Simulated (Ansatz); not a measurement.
Input file:

```yaml
crystal:
  periodic: [false, false, false]
  atoms:
    - {symbol: C, position_ang: [0.000000, 0.000000, 0.764400]}
    - {symbol: B, position_ang: [0.000000, 0.000000, -0.643400]}
    - {symbol: N, position_ang: [0.000000, 0.000000, -1.957100]}
    - {symbol: H, position_ang: [0.000000, 0.000000, 1.836100]}
basis:
  gaussian: {orbitals: 6-31G, point_charges: [{charge: -0.50, position_ang: [3.537, -0.455, -0.492]}]}
total_charge: 1
magnetization: {spin_polarized: true, initial_magnetization: 2}
correlation: {method: ccsdt_q, electrons: valence}
```

```sh
$ ansatz run in.yaml --threads 1 --pin off --events-out ev --progress --plain --max-ram 2393MiB
```

Roughly how long does this take on 1 thread of Arm Neoverse V1, shared host, and how much host memory?

29 s wall and 0.21 GiB.

```
645 factors; integrals over basis functions are off by at most 9.9e-8 eV
mean field evaluation 1: about -3180.2320 eV, gradient 2.8e1 eV
mean field evaluation 2: about -3180.2392 eV, gradient 2.8e1 eV
mean field evaluation 4: about -3185.3668 eV, gradient 3.5e0 eV
mean field evaluation 8: about -3185.9847 eV, gradient 1.1e0 eV
mean field evaluation 16: about -3186.1300 eV, gradient 4.7e-2 eV
mean field evaluation 32: about -3186.9691 eV, gradient 2.1e-3 eV
mean field evaluation 64: about -3185.7427 eV, gradient 1.5e0 eV
mean field evaluation 96: about -3186.9677 eV, gradient 2.5e-2 eV
mean field evaluation 128: about -3185.5650 eV, gradient 3.8e0 eV
mean field evaluation 160: about -3186.9561 eV, gradient 8.1e-2 eV
...
cycle  40  -5.71623552 eV  change    6.3e-7 eV  update   7.8e-6
cycle  41  -5.71623786 eV  change   -2.3e-6 eV  update   5.7e-6
cycle  42  -5.71624149 eV  change   -3.6e-6 eV  update   4.3e-6
cycle  43  -5.71624435 eV  change   -2.9e-6 eV  update   3.6e-6
cycle  44  -5.71624998 eV  change   -5.6e-6 eV  update   3.2e-6
cycle  45  -5.71626142 eV  change   -1.1e-5 eV  update   2.6e-6
cycle  46  -5.71626593 eV  change   -4.5e-6 eV  update   1.6e-6
cycle  47  -5.71626885 eV  change   -2.9e-6 eV  update   1.2e-6
cycle  48  -5.71627096 eV  change   -2.1e-6 eV  update   9.9e-7
cycle  49  -5.71627177 eV  change   -8.1e-7 eV  update   7.7e-7
perturbative correction -0.12624250 eV, -0.0046393264 hartree
WARN: these amplitudes may be one of several solutions (largest doubles amplitude 0.98, level shift 0.00 eV)
Total energy: -3192.81156658 eV, -117.3336609063 hartree
```
